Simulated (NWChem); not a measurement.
# CASSCF(7,9)/6-31+G(d) (Cartesian functions) run of C2H3Si (SMILES [C]#C[SiH3])

Aim: the energy change on altering one bond length of C2H3Si at CASSCF(7,9)/6-31+G* (Cartesian functions), from 2 runs. 

Program for the calculation: NWChem 7.3.0.

1 further run of the same task is left out (it didn't finish).

## (1) The structure to begin with

C2H3Si: 6 atoms, total charge 0, spin state doublet. SMILES: `[C]#C[SiH3]`. The coordinates come from a PBE0-D4/def2-TZVP relaxation.

Bond lengths: C1–C2 1.212 Å, C2–Si3 1.827 Å, Si3–H4 1.482 Å, Si3–H5 1.482 Å, Si3–H6 1.482 Å. Angles: C1–C2–Si3 179.9°, C2–Si3–H4 108.8°, C2–Si3–H5 108.8°, C2–Si3–H6 108.8°, H4–Si3–H5 110.1°, H4–Si3–H6 110.1°, H5–Si3–H6 110.1°.

## (2) The energy at CASSCF(7,9)/6-31+G(d) (Cartesian functions)

The input, a.nw:

```
start a
title "C2H3Si"
memory stack 880 mb heap 220 mb global 1100 mb

geometry units angstroms noautosym nocenter noautoz
  C      1.099800    -1.943700     1.067500
  C      0.563900    -0.994100     0.538900
  Si    -0.246300     0.437400    -0.257000
  H     -1.451000    -0.035700    -0.979200
  H      0.706200     1.059100    -1.207200
  H     -0.630600     1.412800     0.790800
end

basis
  * library 6-31+G*
end

scf
  doublet
  rohf
  maxiter 60
end

mcscf
  active 9
  actelec 7
  multiplicity 2
  maxiter 50
end

task mcscf
```

Started as:

```bash
$ nwchem a.nw > a.out
```

The log of the run:

```text
[...]
     --- Warning:    1 Hessian diagonals < 0.05 ---
[...]
 WARNING: detci_dvddiag0: Davidson diagonalization failed to converge in    100 iterations
 Approximate state energies:
[...]
     --- Warning:   66 Hessian diagonals < 0.05 ---
[...]
     --- Warning:   66 Hessian diagonals < 0.05 ---
[...]
     --- Warning:   66 Hessian diagonals < 0.05 ---
[...]
     --- Warning:   66 Hessian diagonals < 0.05 ---
[...]
       Total MCSCF energy =   -366.368722772515
[...]
```

Run time: 2.8 min. Hardware: 1 thread of Intel Xeon 6975P-C (Granite Rapids), shared host; peak memory 0.099 GiB.

## (3) The distorted shape

The input, c2h3si.nw:

```
start c2h3si
title "C2H3Si"
memory stack 880 mb heap 220 mb global 1100 mb
charge 0

geometry units angstroms noautosym nocenter noautoz
   C     1.195050   -1.881530    0.972480
   C     0.659150   -0.931930    0.443880
   Si   -0.151050    0.499570   -0.352020
   H    -1.355750    0.026470   -1.074220
   H     0.706200    1.059100   -1.207200
   H    -0.535350    1.474970    0.695780
end

basis
   * library 6-31+G*
end

scf
   nopen 1
   rohf
   maxiter 60
   print medium
end

mcscf
   active 9
   actelec 7
   multiplicity 2
   maxiter 50
end

task mcscf
```

Started as:

```bash
$ nwchem c2h3si.nw > c2h3si.out
```

The log of the run:

```text
[...]
     --- Warning:    1 Hessian diagonals < 0.05 ---
[...]
     --- Warning:  141 Hessian diagonals < 0.05 ---
[...]
     --- Warning:   71 Hessian diagonals < 0.05 ---
[...]
     --- Warning:   65 Hessian diagonals < 0.05 ---
     --- Conjugacy reset ---
[...]
     --- Warning:   65 Hessian diagonals < 0.05 ---
[...]
     --- Warning:   65 Hessian diagonals < 0.05 ---
[...]
       Total MCSCF energy =   -366.360018131688
[...]
```

It took 3.7 min on 1 thread of Intel Xeon 6975P-C (Granite Rapids), shared host; peak memory 0.1 GiB.

## (4) Results

Level: CASSCF(7,9)/6-31+G* (Cartesian functions).

| quantity | value |
| --- | --- |
| first shape: total energy | -366.36872 Eh |
| first shape: dipole moment (of the density that the program reports) | 0.45 D |
| distorted shape: total energy | -366.36002 Eh |
| distorted shape: dipole moment (of the density that the program reports) | 0.60 D |
| energy change with the Si3–H5 bond shortened from 1.482 to 1.334 Å | 0.237 eV |

With the Si3–H5 bond shortened from 1.482 to 1.334 Å the energy rises by 0.24 eV (5.5 kcal/mol). The first shape isn't relaxed at this level, so the change isn't measured from a minimum.
